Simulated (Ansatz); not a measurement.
Process, species as SMILES: S (H2S) → H2S+ (doublet, bonded as S) + e-
B3LYP-D3(BJ)/def2-TZVP geometries, fixed; electronic energies without zero-point terms.
Largest species:
```xyz
3

S      0.0018     0.0003     0.1031
H     -0.0075     0.9678    -0.8277
H     -0.0219    -0.9726    -0.8218
```
Charge 0, spin multiplicity 1.

Energies in hartree at PBE with Ansatz (an electronic-structure program); the adiabatic ionisation energy is their sum with the coefficients shown, times 27.2114 eV a hartree. All functions are spherical. The program fits the integrals of some runs and decomposes those of others, by size. Open shells are unrestricted. No added dispersion term, no relativity.

| species | coefficient | part | cc-pV(D+d)Z | cc-pV(T+d)Z | cc-pV(Q+d)Z |
|---|---|---|---|---|---|
| S (H2S) | -1 | PBE | -399.21436 | -399.23340 | -399.23771 |
| H2S+ (doublet, bonded as S) | +1 | PBE | -398.83736 | -398.85337 | -398.85722 |

### Question
Predict the adiabatic ionisation energy in cc-pV(5+d)Z (X = 5): let each PBE step shrink by the ratio of the last two. Compare with the run.

### Answer

- S (H2S): steps -0.01904 and -0.00431, ratio 0.226, so PBE -399.23868 (run: -399.24145).
- H2S+ (doublet, bonded as S): steps -0.01601 and -0.00385, ratio 0.240, so PBE -398.85814 (run: -398.86083).
Predicted 10.355 eV; the run in cc-pV(5+d)Z gives 10.357, a miss of -0.002. Keeping the value in cc-pV(Q+d)Z, 10.354, would miss by -0.004. All sums are of the energies as printed.
